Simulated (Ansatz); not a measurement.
Reaction (substitution at a C–C bond): `CC(O)S` + CH₃OH → `COC(O)S` + CH₄

Calculated with Ansatz (gas phase, PBE0-D4/def2-TZVP geometries, no zero-point term in ΔE). CBS: MP2 limit from def2 TZ/QZ plus the TZ coupled-cluster correction, frozen cores. This one scheme is used for every species. DFT in def2-TZVPP. One conformer a species, not always the lowest.

`CC(O)S`:

Z-matrix (Å, degrees):
```
C
C 1 1.514
H 1 1.090 2 111.0
H 1 1.096 2 110.3 3 119.9
H 1 1.092 2 110.2 3 -120.6
O 2 1.410 1 111.8 3 -179.7
S 2 1.805 1 113.0 3 57.3
H 2 1.099 1 109.7 3 -56.7
H 6 0.963 2 107.9 1 49.3
H 7 1.344 2 95.9 1 55.5
```

CH₃OH:

```xyz
6

C    -0.017   -0.311    0.173
O    -0.157    1.079   -0.013
H    -0.353   -0.534    1.186
H     1.025   -0.642    0.079
H    -0.633   -0.891   -0.526
H     0.135    1.299   -0.899
```

`COC(O)S`:

```xyz
11

C     1.528    0.578    0.120
O     0.642   -0.382   -0.424
C    -0.681   -0.054   -0.261
O    -0.977   -0.077    1.105
S    -1.716   -1.192   -1.226
H     1.334    1.571   -0.306
H     2.534    0.263   -0.155
H     1.442    0.631    1.208
H    -0.891    0.943   -0.686
H    -1.930    0.007    1.205
H    -1.285   -2.289   -0.580
```

CH₄:

Cartesian coordinates in Å:
```
C 0.000 0.000 0.000
H 0.846 -0.454 0.516
H 0.355 0.806 -0.641
H -0.700 0.400 0.733
H -0.501 -0.753 -0.607
```

Is it downhill or uphill in electronic energy at CCSD(T)/CBS, and by how much? (An estimate is asked.)

Ansatz gave: Nearly level: ΔE = -0.1 kcal/mol.

What do these levels give: PBE-D4, PBE0-D4, ωB97X-V, ωB97M-V, B2PLYP, PBE, r2SCAN, HF/def2-TZVPP, CCSD(T)/def2-TZVPP, MP2/def2-QZVPP, SCS-MP2/def2-QZVPP, HF/CBS(def2)? (Estimate.)

Ansatz gave: PBE-D4 -2.1, PBE0-D4 -1.3, ωB97X-V -1.8, ωB97M-V -1.6, B2PLYP -1.6, PBE -1.9, r2SCAN -2.8, HF/def2-TZVPP -1.3, CCSD(T)/def2-TZVPP -1.0, MP2/def2-QZVPP 0.1, SCS-MP2/def2-QZVPP 0.1, HF/CBS(def2) -1.1 kcal/mol.

Largest T1 diagnostic among the species: 0.012.

From PBE to PBE0 (25 % exact exchange), in def2-TZVPP and without D4, ΔE moves by +0.8 kcal/mol.
